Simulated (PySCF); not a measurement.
# ClHO₂S, a complex of two parts: interaction energy, part 2 of 3

PySCF 2.14.0. Atoms count from 0, parts from 1.

## 5. Coupled-cluster interaction energy: CCSD(T) and MP2, 2.29 Å

The job: settings as JSON, then the geometry in Å.

```
{"job": {"kind": "intercc", "basis": "aug-cc-pVDZ", "basis_mid": "aug-cc-pVTZ", "basis_large": "aug-cc-pVQZ"}, "charge": 0, "multiplicity": 1, "parts": [{"atoms": "0-2", "charge": 0, "multiplicity": 1}, {"atoms": "3-4", "charge": 0, "multiplicity": 1}]}
O     -1.371060     0.310906    -0.326280
S     -0.062416    -0.246322    -0.515592
O      0.999324     0.184725     0.336823
Cl    -3.138935     1.762745     2.417000
H     -2.499801     1.339843     1.384398
```

With the program's defaults for keys left out, this is: CCSD(T)/aug-cc-pVDZ and MP2/aug-cc-pVTZ, aug-cc-pVQZ counterpoise interaction energy, frozen core, gas phase.

The log of the run:

```text
part 1, own basis, geometry of the cluster: E = -547.2918697026 (as before)

part 2, own basis, geometry of the cluster: E = -460.1074021672 (as before)

part 1, own basis, relaxed alone: E = -547.2919520016 (as before)

part 2, own basis, relaxed alone: E = -460.1075273068 (as before)

cluster
final grid: 6040 points
cycle   1  E = -1007.4021035658  dE = -1.327e-03  |g| = 1.877e-02  |ddm| = 3.090e-01
cycle   2  E = -1007.4022084146  dE = -1.048e-04  |g| = 1.202e-02  |ddm| = 4.544e-02
cycle   3  E = -1007.4022402043  dE = -3.179e-05  |g| = 4.618e-03  |ddm| = 1.537e-02
cycle   4  E = -1007.4022489862  dE = -8.782e-06  |g| = 1.160e-03  |ddm| = 8.577e-03
cycle   5  E = -1007.4022499143  dE = -9.282e-07  |g| = 7.412e-04  |ddm| = 2.677e-03
cycle   6  E = -1007.4022502283  dE = -3.140e-07  |g| = 3.439e-04  |ddm| = 1.447e-03
cycle   7  E = -1007.4022503683  dE = -1.400e-07  |g| = 1.420e-04  |ddm| = 1.266e-03
cycle   8  E = -1007.4022503949  dE = -2.661e-08  |g| = 3.247e-05  |ddm| = 7.033e-04
cycle   9  E = -1007.4022503960  dE = -1.109e-09  |g| = 9.355e-06  |ddm| = 1.296e-04
cycle  10  E = -1007.4022503961  dE = -7.253e-11  |g| = 3.780e-06  |ddm| = 2.717e-05
converged SCF energy = -1007.4022503961

part 1 in the basis of the cluster
final grid: 6040 points
cycle   1  E = -547.2919915092  dE = -1.207e-04  |g| = 2.257e-03  |ddm| = 2.451e-01
cycle   2  E = -547.2919931965  dE = -1.687e-06  |g| = 3.130e-04  |ddm| = 2.716e-02
cycle   3  E = -547.2919932411  dE = -4.456e-08  |g| = 6.534e-05  |ddm| = 4.293e-03
cycle   4  E = -547.2919932420  dE = -9.471e-10  |g| = 4.331e-05  |ddm| = 2.339e-04
cycle   5  E = -547.2919932424  dE = -4.148e-10  |g| = 7.153e-06  |ddm| = 9.856e-05
converged SCF energy = -547.2919932424

part 2 in the basis of the cluster
final grid: 6040 points
cycle   1  E = -460.1074266893  dE = -2.450e-05  |g| = 8.225e-04  |ddm| = 1.297e-01
cycle   2  E = -460.1074269420  dE = -2.526e-07  |g| = 1.033e-04  |ddm| = 1.397e-02
cycle   3  E = -460.1074269476  dE = -5.605e-09  |g| = 9.156e-06  |ddm| = 1.878e-03
cycle   4  E = -460.1074269476  dE = -5.230e-11  |g| = 2.283e-06  |ddm| = 6.715e-05
converged SCF energy = -460.1074269476

Interaction energy (kcal/mol)
  counterpoise       -2.665
  uncorrected        -3.081
  dispersion part     0.000
  deformation         0.001
  binding            -2.664

Decomposition of the uncorrected value (kcal/mol)
  electrostatic      -3.059
  Pauli               2.116
  orbital            -0.925
  dispersion          0.000
  correlation        -1.213

Charge of each part in the cluster: 0.008 -0.008
part 1, own basis, geometry of the cluster: E = -547.3139515554 (as before)

part 2, own basis, geometry of the cluster: E = -460.1111679194 (as before)

part 1, own basis, relaxed alone: E = -547.3140714619 (as before)

part 2, own basis, relaxed alone: E = -460.1113072558 (as before)

cluster
final grid: 6040 points
cycle   1  E = -1007.4278537623  dE = -1.282e-03  |g| = 1.885e-02  |ddm| = 3.629e-01
cycle   2  E = -1007.4279615919  dE = -1.078e-04  |g| = 1.192e-02  |ddm| = 4.822e-02
cycle   3  E = -1007.4279928999  dE = -3.131e-05  |g| = 4.691e-03  |ddm| = 1.578e-02
cycle   4  E = -1007.4280017939  dE = -8.894e-06  |g| = 1.157e-03  |ddm| = 9.029e-03
cycle   5  E = -1007.4280027243  dE = -9.304e-07  |g| = 7.364e-04  |ddm| = 3.034e-03
cycle   6  E = -1007.4280030228  dE = -2.985e-07  |g| = 3.468e-04  |ddm| = 1.475e-03
cycle   7  E = -1007.4280031617  dE = -1.390e-07  |g| = 1.445e-04  |ddm| = 1.275e-03
cycle   8  E = -1007.4280031888  dE = -2.706e-08  |g| = 3.471e-05  |ddm| = 7.071e-04
cycle   9  E = -1007.4280031901  dE = -1.268e-09  |g| = 9.694e-06  |ddm| = 1.511e-04
cycle  10  E = -1007.4280031901  dE = -7.958e-11  |g| = 3.942e-06  |ddm| = 2.983e-05
converged SCF energy = -1007.4280031901

part 1 in the basis of the cluster
final grid: 6040 points
cycle   1  E = -547.3140077426  dE = -5.491e-05  |g| = 1.370e-03  |ddm| = 2.969e-01
cycle   2  E = -547.3140082724  dE = -5.297e-07  |g| = 1.549e-04  |ddm| = 2.725e-02
cycle   3  E = -547.3140082822  dE = -9.842e-09  |g| = 1.875e-05  |ddm| = 3.548e-03
cycle   4  E = -547.3140082823  dE = -9.550e-11  |g| = 1.516e-05  |ddm| = 1.951e-04
converged SCF energy = -547.3140082823

part 2 in the basis of the cluster
final grid: 6040 points
cycle   1  E = -460.1111763934  dE = -8.006e-06  |g| = 5.019e-04  |ddm| = 1.353e-01
cycle   2  E = -460.1111765154  dE = -1.220e-07  |g| = 7.224e-05  |ddm| = 1.447e-02
cycle   3  E = -460.1111765186  dE = -3.191e-09  |g| = 4.859e-06  |ddm| = 2.150e-03
cycle   4  E = -460.1111765186  dE = -1.728e-11  |g| = 7.926e-07  |ddm| = 6.705e-05
converged SCF energy = -460.1111765186

Interaction energy (kcal/mol)
  counterpoise       -2.725
  uncorrected        -2.956
  dispersion part     0.000
  deformation         0.036
  binding            -2.689

Decomposition of the uncorrected value (kcal/mol)
  electrostatic      -3.005
  Pauli               2.094
  orbital            -0.898
  dispersion          0.000
  correlation        -1.148

Charge of each part in the cluster: 0.008 -0.008
part 1 in the basis of the cluster: E(HF) = -547.206457198  E2 = -0.552043163  E(CCSD corr) = -0.547972059  (T) = -0.024728463
part 2 in the basis of the cluster: E(HF) = -460.092670039  E2 = -0.159539336  E(CCSD corr) = -0.176029540  (T) = -0.004004826
cluster: E(HF) = -1007.302094725  E2 = -0.712762946  E(CCSD corr) = -0.724819881  (T) = -0.028914422

Counterpoise interaction energy (kcal/mol)
  hf_small                  -1.862
  mp2_small                 -2.603
  ccsd_small                -2.376
  ccsdt_small               -2.489
  hf_large                  -1.769
  mp2_large                 -2.725
  hf_middle                 -1.776
  mp2_middle                -2.665
  scs_mp2_large             -2.382
  mp2_limit                 -2.774
  ccsdt_less_mp2             0.114
  ccsdt_limit_estimate      -2.660
  bsse_mp2_large             0.232
```

Run time: 3 min. Hardware: 1 thread of Arm Neoverse V1, shared host; peak memory 1.6 GiB.

Contacts at this geometry (a selection, picked against the atoms' radii; other short pairs can be missing):

```csv
atoms,distance (Å),kind (by distance and angle),angle (°)
H4···O0,2.29,hydrogen bond,172
```

```csv
method,interaction energy (kcal/mol),"from CCSD(T), limit estimate (kcal/mol)"
HF/aug-cc-pVDZ,-1.86,+0.80
MP2/aug-cc-pVDZ,-2.60,+0.06
CCSD/aug-cc-pVDZ,-2.38,+0.28
CCSD(T)/aug-cc-pVDZ,-2.49,+0.17
HF/aug-cc-pVQZ,-1.77,+0.89
MP2/aug-cc-pVQZ,-2.72,-0.06
SCS-MP2/aug-cc-pVQZ,-2.38,+0.28
"MP2, extrapolated",-2.77,-0.11
"CCSD(T), limit estimate",-2.66,0
```

## 6. Coupled-cluster interaction energy: CCSD(T) and MP2, 1.98 Å

Same as in step 5 but for these lines:

```diff
@@ -4,3 +4,3 @@
 O      0.999324     0.184725     0.336823
-Cl    -3.138935     1.762745     2.417000
-H     -2.499801     1.339843     1.384398
+Cl    -2.985016     1.622435     2.183726
+H     -2.345882     1.199533     1.151124
```

With the program's defaults for keys left out, this is: CCSD(T)/aug-cc-pVDZ and MP2/aug-cc-pVTZ, aug-cc-pVQZ counterpoise interaction energy, frozen core, gas phase.

The log of the run:

```text
part 1, own basis, geometry of the cluster: E = -547.2918697026 (as before)

part 2, own basis, geometry of the cluster: E = -460.1074021672 (as before)

part 1, own basis, relaxed alone: E = -547.2919520016 (as before)

part 2, own basis, relaxed alone: E = -460.1075273068 (as before)

cluster
final grid: 6040 points
cycle   1  E = -1007.4006623056  dE = -3.409e-03  |g| = 2.721e-02  |ddm| = 4.088e-01
cycle   2  E = -1007.4009487769  dE = -2.865e-04  |g| = 1.496e-02  |ddm| = 6.452e-02
cycle   3  E = -1007.4010071879  dE = -5.841e-05  |g| = 8.032e-03  |ddm| = 2.189e-02
cycle   4  E = -1007.4010302459  dE = -2.306e-05  |g| = 1.662e-03  |ddm| = 1.373e-02
cycle   5  E = -1007.4010323046  dE = -2.059e-06  |g| = 1.102e-03  |ddm| = 4.076e-03
cycle   6  E = -1007.4010329541  dE = -6.495e-07  |g| = 4.985e-04  |ddm| = 2.083e-03
cycle   7  E = -1007.4010332316  dE = -2.774e-07  |g| = 2.193e-04  |ddm| = 1.707e-03
cycle   8  E = -1007.4010332958  dE = -6.424e-08  |g| = 4.879e-05  |ddm| = 1.097e-03
cycle   9  E = -1007.4010332984  dE = -2.574e-09  |g| = 1.419e-05  |ddm| = 1.966e-04
cycle  10  E = -1007.4010332985  dE = -1.653e-10  |g| = 5.580e-06  |ddm| = 4.128e-05
converged SCF energy = -1007.4010332985

part 1 in the basis of the cluster
final grid: 6040 points
cycle   1  E = -547.2920199892  dE = -1.486e-04  |g| = 2.487e-03  |ddm| = 2.988e-01
cycle   2  E = -547.2920220550  dE = -2.066e-06  |g| = 3.474e-04  |ddm| = 3.532e-02
cycle   3  E = -547.2920221097  dE = -5.469e-08  |g| = 8.063e-05  |ddm| = 5.707e-03
cycle   4  E = -547.2920221111  dE = -1.358e-09  |g| = 4.869e-05  |ddm| = 2.860e-04
cycle   5  E = -547.2920221116  dE = -5.311e-10  |g| = 7.979e-06  |ddm| = 1.304e-04
converged SCF energy = -547.2920221116

part 2 in the basis of the cluster
final grid: 6040 points
cycle   1  E = -460.1074374931  dE = -3.530e-05  |g| = 9.891e-04  |ddm| = 1.326e-01
cycle   2  E = -460.1074378218  dE = -3.287e-07  |g| = 1.216e-04  |ddm| = 1.357e-02
cycle   3  E = -460.1074378293  dE = -7.476e-09  |g| = 1.275e-05  |ddm| = 1.883e-03
cycle   4  E = -460.1074378294  dE = -8.333e-11  |g| = 3.643e-06  |ddm| = 8.968e-05
converged SCF energy = -460.1074378294

Interaction energy (kcal/mol)
  counterpoise       -2.676
  uncorrected        -3.287
  dispersion part     0.000
  deformation         0.001
  binding            -2.676

Decomposition of the uncorrected value (kcal/mol)
  electrostatic      -5.364
  Pauli               6.632
  orbital            -2.372
  dispersion          0.000
  correlation        -2.183

Charge of each part in the cluster: 0.018 -0.018
part 1, own basis, geometry of the cluster: E = -547.3139515554 (as before)

part 2, own basis, geometry of the cluster: E = -460.1111679194 (as before)

part 1, own basis, relaxed alone: E = -547.3140714619 (as before)

part 2, own basis, relaxed alone: E = -460.1113072558 (as before)

cluster
final grid: 6040 points
cycle   1  E = -1007.4264169869  dE = -3.431e-03  |g| = 2.753e-02  |ddm| = 5.200e-01
cycle   2  E = -1007.4267116021  dE = -2.946e-04  |g| = 1.496e-02  |ddm| = 6.737e-02
cycle   3  E = -1007.4267700148  dE = -5.841e-05  |g| = 8.141e-03  |ddm| = 2.307e-02
cycle   4  E = -1007.4267932107  dE = -2.320e-05  |g| = 1.672e-03  |ddm| = 1.434e-02
cycle   5  E = -1007.4267953034  dE = -2.093e-06  |g| = 1.096e-03  |ddm| = 4.679e-03
cycle   6  E = -1007.4267959319  dE = -6.285e-07  |g| = 5.017e-04  |ddm| = 2.175e-03
cycle   7  E = -1007.4267962038  dE = -2.719e-07  |g| = 2.237e-04  |ddm| = 1.697e-03
cycle   8  E = -1007.4267962695  dE = -6.567e-08  |g| = 5.196e-05  |ddm| = 1.100e-03
cycle   9  E = -1007.4267962724  dE = -2.904e-09  |g| = 1.506e-05  |ddm| = 2.257e-04
cycle  10  E = -1007.4267962726  dE = -1.860e-10  |g| = 5.928e-06  |ddm| = 4.550e-05
converged SCF energy = -1007.4267962726

part 1 in the basis of the cluster
final grid: 6040 points
cycle   1  E = -547.3140306069  dE = -7.714e-05  |g| = 1.673e-03  |ddm| = 4.084e-01
cycle   2  E = -547.3140313154  dE = -7.086e-07  |g| = 1.874e-04  |ddm| = 3.432e-02
cycle   3  E = -547.3140313280  dE = -1.256e-08  |g| = 2.489e-05  |ddm| = 4.093e-03
cycle   4  E = -547.3140313281  dE = -1.323e-10  |g| = 1.769e-05  |ddm| = 2.130e-04
converged SCF energy = -547.3140313281

part 2 in the basis of the cluster
final grid: 6040 points
cycle   1  E = -460.1111791887  dE = -1.052e-05  |g| = 5.746e-04  |ddm| = 1.655e-01
cycle   2  E = -460.1111793358  dE = -1.471e-07  |g| = 8.021e-05  |ddm| = 1.729e-02
cycle   3  E = -460.1111793395  dE = -3.747e-09  |g| = 5.827e-06  |ddm| = 2.527e-03
cycle   4  E = -460.1111793396  dE = -2.365e-11  |g| = 1.167e-06  |ddm| = 8.643e-05
converged SCF energy = -460.1111793396

Interaction energy (kcal/mol)
  counterpoise       -2.821
  uncorrected        -3.176
  dispersion part     0.000
  deformation         0.036
  binding            -2.785

Decomposition of the uncorrected value (kcal/mol)
  electrostatic      -5.287
  Pauli               6.627
  orbital            -2.391
  dispersion          0.000
  correlation        -2.126

Charge of each part in the cluster: 0.018 -0.018
part 1 in the basis of the cluster: E(HF) = -547.206577555  E2 = -0.552265592  E(CCSD corr) = -0.548196004  (T) = -0.024773234
part 2 in the basis of the cluster: E(HF) = -460.092694652  E2 = -0.159659898  E(CCSD corr) = -0.176149910  (T) = -0.004018023
cluster: E(HF) = -1007.300983734  E2 = -0.714114434  E(CCSD corr) = -0.725756867  (T) = -0.029116391

Counterpoise interaction energy (kcal/mol)
  hf_small                  -1.074
  mp2_small                 -2.448
  ccsd_small                -1.959
  ccsdt_small               -2.163
  hf_large                  -0.995
  mp2_large                 -2.821
  hf_middle                 -0.987
  mp2_middle                -2.676
  scs_mp2_large             -2.204
  mp2_limit                 -2.922
  ccsdt_less_mp2             0.284
  ccsdt_limit_estimate      -2.637
  bsse_mp2_large             0.355
```

It took 3 min on 1 thread of Arm Neoverse V1, shared host; peak memory 1.7 GiB.

Contacts at this geometry (a selection, picked against the atoms' radii; other short pairs can be missing):

```csv
atoms,distance (Å),kind (by distance and angle),angle (°)
H4···O0,1.98,hydrogen bond,172
```

Differences are taken before rounding.

```csv
method,interaction energy (kcal/mol),"from CCSD(T), limit estimate (kcal/mol)"
HF/aug-cc-pVDZ,-1.07,+1.56
MP2/aug-cc-pVDZ,-2.45,+0.19
CCSD/aug-cc-pVDZ,-1.96,+0.68
CCSD(T)/aug-cc-pVDZ,-2.16,+0.47
HF/aug-cc-pVQZ,-1.00,+1.64
MP2/aug-cc-pVQZ,-2.82,-0.18
SCS-MP2/aug-cc-pVQZ,-2.20,+0.43
"MP2, extrapolated",-2.92,-0.28
"CCSD(T), limit estimate",-2.64,0
```

## 7. Coupled-cluster interaction energy: CCSD(T) and MP2, 2.61 Å

Same as in step 6 but for these lines:

```diff
@@ -4,3 +4,3 @@
 O      0.999324     0.184725     0.336823
-Cl    -2.985016     1.622435     2.183726
-H     -2.345882     1.199533     1.151124
+Cl    -3.292854     1.903054     2.650274
+H     -2.653720     1.480152     1.617672
```

Level: CCSD(T)/aug-cc-pVDZ and MP2/aug-cc-pVTZ, aug-cc-pVQZ counterpoise interaction energy, frozen core, gas phase.

The log of the run:

```text
part 1, own basis, geometry of the cluster: E = -547.2918697026 (as before)

part 2, own basis, geometry of the cluster: E = -460.1074021672 (as before)

part 1, own basis, relaxed alone: E = -547.2919520016 (as before)

part 2, own basis, relaxed alone: E = -460.1075273068 (as before)

cluster
final grid: 6040 points
cycle   1  E = -1007.4019465656  dE = -5.962e-04  |g| = 1.386e-02  |ddm| = 2.300e-01
cycle   2  E = -1007.4019914060  dE = -4.484e-05  |g| = 9.667e-03  |ddm| = 3.346e-02
cycle   3  E = -1007.4020104345  dE = -1.903e-05  |g| = 2.928e-03  |ddm| = 1.157e-02
cycle   4  E = -1007.4020141909  dE = -3.756e-06  |g| = 8.492e-04  |ddm| = 5.721e-03
cycle   5  E = -1007.4020146756  dE = -4.847e-07  |g| = 5.209e-04  |ddm| = 1.935e-03
cycle   6  E = -1007.4020148370  dE = -1.615e-07  |g| = 2.485e-04  |ddm| = 1.030e-03
cycle   7  E = -1007.4020149125  dE = -7.551e-08  |g| = 9.748e-05  |ddm| = 9.567e-04
cycle   8  E = -1007.4020149249  dE = -1.239e-08  |g| = 2.216e-05  |ddm| = 4.803e-04
cycle   9  E = -1007.4020149254  dE = -5.039e-10  |g| = 6.384e-06  |ddm| = 8.811e-05
converged SCF energy = -1007.4020149254

part 1 in the basis of the cluster
final grid: 6040 points
cycle   1  E = -547.2919535957  dE = -8.325e-05  |g| = 1.798e-03  |ddm| = 1.759e-01
cycle   2  E = -547.2919547176  dE = -1.122e-06  |g| = 2.483e-04  |ddm| = 1.833e-02
cycle   3  E = -547.2919547472  dE = -2.962e-08  |g| = 5.061e-05  |ddm| = 2.916e-03
cycle   4  E = -547.2919547478  dE = -5.761e-10  |g| = 3.433e-05  |ddm| = 1.781e-04
cycle   5  E = -547.2919547480  dE = -2.589e-10  |g| = 5.615e-06  |ddm| = 7.062e-05
converged SCF energy = -547.2919547480

part 2 in the basis of the cluster
final grid: 6040 points
cycle   1  E = -460.1074202998  dE = -1.807e-05  |g| = 6.915e-04  |ddm| = 1.190e-01
cycle   2  E = -460.1074204825  dE = -1.827e-07  |g| = 8.416e-05  |ddm| = 1.184e-02
cycle   3  E = -460.1074204864  dE = -3.815e-09  |g| = 7.239e-06  |ddm| = 1.518e-03
cycle   4  E = -460.1074204864  dE = -3.462e-11  |g| = 1.598e-06  |ddm| = 6.619e-05
converged SCF energy = -460.1074204864

Interaction energy (kcal/mol)
  counterpoise       -2.107
  uncorrected        -2.382
  dispersion part     0.000
  deformation         0.001
  binding            -2.106

Decomposition of the uncorrected value (kcal/mol)
  electrostatic      -1.976
  Pauli               0.672
  orbital            -0.417
  dispersion          0.000
  correlation        -0.662

Charge of each part in the cluster: 0.004 -0.004
part 1, own basis, geometry of the cluster: E = -547.3139515554 (as before)

part 2, own basis, geometry of the cluster: E = -460.1111679194 (as before)

part 1, own basis, relaxed alone: E = -547.3140714619 (as before)

part 2, own basis, relaxed alone: E = -460.1113072558 (as before)

cluster
final grid: 6040 points
cycle   1  E = -1007.4277082387  dE = -5.452e-04  |g| = 1.383e-02  |ddm| = 2.730e-01
cycle   2  E = -1007.4277539763  dE = -4.574e-05  |g| = 9.572e-03  |ddm| = 3.623e-02
cycle   3  E = -1007.4277725959  dE = -1.862e-05  |g| = 2.955e-03  |ddm| = 1.172e-02
cycle   4  E = -1007.4277763938  dE = -3.798e-06  |g| = 8.454e-04  |ddm| = 5.980e-03
cycle   5  E = -1007.4277768773  dE = -4.835e-07  |g| = 5.149e-04  |ddm| = 2.165e-03
cycle   6  E = -1007.4277770278  dE = -1.505e-07  |g| = 2.509e-04  |ddm| = 1.030e-03
cycle   7  E = -1007.4277771036  dE = -7.578e-08  |g| = 9.823e-05  |ddm| = 9.762e-04
cycle   8  E = -1007.4277771159  dE = -1.231e-08  |g| = 2.384e-05  |ddm| = 4.774e-04
cycle   9  E = -1007.4277771165  dE = -5.912e-10  |g| = 6.454e-06  |ddm| = 1.045e-04
converged SCF energy = -1007.4277771165

part 1 in the basis of the cluster
final grid: 6040 points
cycle   1  E = -547.3139870028  dE = -3.468e-05  |g| = 1.017e-03  |ddm| = 2.242e-01
cycle   2  E = -547.3139873563  dE = -3.535e-07  |g| = 1.196e-04  |ddm| = 2.080e-02
cycle   3  E = -547.3139873633  dE = -6.947e-09  |g| = 1.314e-05  |ddm| = 2.712e-03
cycle   4  E = -547.3139873633  dE = -5.798e-11  |g| = 1.082e-05  |ddm| = 1.414e-04
converged SCF energy = -547.3139873633

part 2 in the basis of the cluster
final grid: 6040 points
cycle   1  E = -460.1111746936  dE = -6.510e-06  |g| = 4.534e-04  |ddm| = 1.183e-01
cycle   2  E = -460.1111747993  dE = -1.057e-07  |g| = 6.619e-05  |ddm| = 1.283e-02
cycle   3  E = -460.1111748020  dE = -2.770e-09  |g| = 4.149e-06  |ddm| = 1.920e-03
cycle   4  E = -460.1111748020  dE = -1.000e-11  |g| = 6.097e-07  |ddm| = 5.454e-05
converged SCF energy = -460.1111748020

Interaction energy (kcal/mol)
  counterpoise       -2.127
  uncorrected        -2.277
  dispersion part     0.000
  deformation         0.036
  binding            -2.091

Decomposition of the uncorrected value (kcal/mol)
  electrostatic      -1.938
  Pauli               0.656
  orbital            -0.385
  dispersion          0.000
  correlation        -0.610

Charge of each part in the cluster: 0.004 -0.004
part 1 in the basis of the cluster: E(HF) = -547.206388661  E2 = -0.551902865  E(CCSD corr) = -0.547832605  (T) = -0.024701277
part 2 in the basis of the cluster: E(HF) = -460.092646479  E2 = -0.159460991  E(CCSD corr) = -0.175950378  (T) = -0.003995709
cluster: E(HF) = -1007.301774471  E2 = -0.711974108  E(CCSD corr) = -0.724225603  (T) = -0.028789880

Counterpoise interaction energy (kcal/mol)
  hf_small                  -1.719
  mp2_small                 -2.102
  ccsd_small                -1.997
  ccsdt_small               -2.055
  hf_large                  -1.641
  mp2_large                 -2.127
  hf_middle                 -1.656
  mp2_middle                -2.107
  scs_mp2_large             -1.931
  mp2_limit                 -2.153
  ccsdt_less_mp2             0.047
  ccsdt_limit_estimate      -2.106
  bsse_mp2_large             0.150
```

It took 3 min on 1 thread of Arm Neoverse V1, shared host; peak memory 1.6 GiB.

Contacts at this geometry (a selection, picked against the atoms' radii; other short pairs can be missing):

```csv
atoms,distance (Å),kind (by distance and angle),angle (°)
O0···H4,2.61,hydrogen bond,172
```

Differences are taken before rounding.

```csv
method,interaction energy (kcal/mol),"from CCSD(T), limit estimate (kcal/mol)"
HF/aug-cc-pVDZ,-1.72,+0.39
MP2/aug-cc-pVDZ,-2.10,0.00
CCSD/aug-cc-pVDZ,-2.00,+0.11
CCSD(T)/aug-cc-pVDZ,-2.06,+0.05
HF/aug-cc-pVQZ,-1.64,+0.47
MP2/aug-cc-pVQZ,-2.13,-0.02
SCS-MP2/aug-cc-pVQZ,-1.93,+0.17
"MP2, extrapolated",-2.15,-0.05
"CCSD(T), limit estimate",-2.11,0
```

[end of part 2 of 3]
